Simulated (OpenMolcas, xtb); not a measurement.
# How methods differ on AlHClO (SMILES [O][AlH][Cl])

AlHClO has 4 atoms, charge 0, and is taken as a doublet. SMILES: `[O][AlH][Cl]`. The coordinates come from a PBE0-D4/def2-TZVP relaxation.

Quantity: the dipole moment, in D. The values are calculated.

| level | kind | program | value (D) | CPU time |
| --- | --- | --- | --- | --- |
| GFN2-xTB | semi-empirical | xtb | 2.92 | under 2 s |
| GFN0-xTB | semi-empirical | xtb | 2.00 | under 2 s |
| GFN1-xTB | semi-empirical | xtb | 5.08 | under 2 s |
| UHF/ANO-RCC-MB (DKH2) | Hartree–Fock | OpenMolcas | 2.02 | 2.5 s |
| UHF/STO-3G | Hartree–Fock | OpenMolcas | 2.53 | 2 s |
| UHF/3-21G | Hartree–Fock | OpenMolcas | 2.25 | 2.3 s |
| UHF/6-31G | Hartree–Fock | OpenMolcas | 2.44 | 2.8 s |
| UHF/def2-SVP | Hartree–Fock | OpenMolcas | 1.56 | 3.4 s |
| UHF/pc-2 (Cholesky decomposition) | Hartree–Fock | OpenMolcas | 1.65 | 8.5 s |
| UBP86/3-21G | GGA | OpenMolcas | 1.65 | 8 s |

The values span 1.56 to 5.08 D. Sets without polarisation functions give poor dipoles. Times are those of the runs behind each value, whatever else they computed, on shared processors of several kinds: orders of magnitude only.
